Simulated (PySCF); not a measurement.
Gas-phase reaction: 2 SiHCl + 2 H2 → Si2H6 + 2 Cl

Energies from PySCF, thermal terms from the rigid-rotor harmonic-oscillator model, ideal gas at 1 bar. † marks an energy on the PBE0/def2-TZVP geometry and frequencies; other levels use their own. MP2 and CCSD(T) freeze the core. 6-31G* has spherical d functions here. Open shells (unrestricted): Cl (multiplicity 2, electronic degeneracy 6); the rest are closed-shell singlets. Spin-orbit splitting is ignored; it lowers the true energy and changes the entropy of Cl. B3LYP is the form with VWN-RPA correlation. SiHCl: computed as isolated molecules; such fragments, hydroxides, amides, oligomers or adducts are transient or little studied in the gas. MP2 isn't extrapolated to the basis-set limit; its ΔH°(298 K) is 133.4 kJ in def2-SVP and 197.6 kJ in def2-TZVPP. CCSD(T) isn't extrapolated to the basis-set limit; its ΔH°(298 K) is 132.3 kJ in def2-SVP and 178.2 kJ in def2-TZVPP. The harmonic model lacks anharmonicity and excited electronic states, which grow with temperature; levels with a mode under 35 cm⁻¹ are left out. Internal rotation in Si2H6 is treated as a harmonic vibration of one conformer, which makes the entropy rough.

```
level                ΔE electronic, kJ  ΔH°(298 K), kJ  ΔS°(298 K), J/K  ΔG°(1800 K), kJ
-------------------  -----------------  --------------  ---------------  ---------------
B3LYP/6-31G*                       145             170             -154              441
CCSD(T)/def2-SVP†                  108             132             -153              399
CCSD(T)/def2-TZVPP†                154             178             -153              445
HF/def2-TZVP†                       11              36             -153              302
MP2/def2-SVP†                      109             133             -153              400
PBE/def2-SVP                       162             186             -153              452
PBE/def2-TZVP†                     190             214             -153              481
PBE0/def2-SVP†                     119             144             -153              411
PBE0/def2-TZVP                     149             174             -153              440
r2SCAN/def2-TZVP†                  150             175             -153              441
ωB97M-V/def2-TZVP†                 195             219             -153              486
```
ΔH° is lowest at HF/def2-TZVP† and highest at ωB97M-V/def2-TZVP†. No reference value is set beside these.
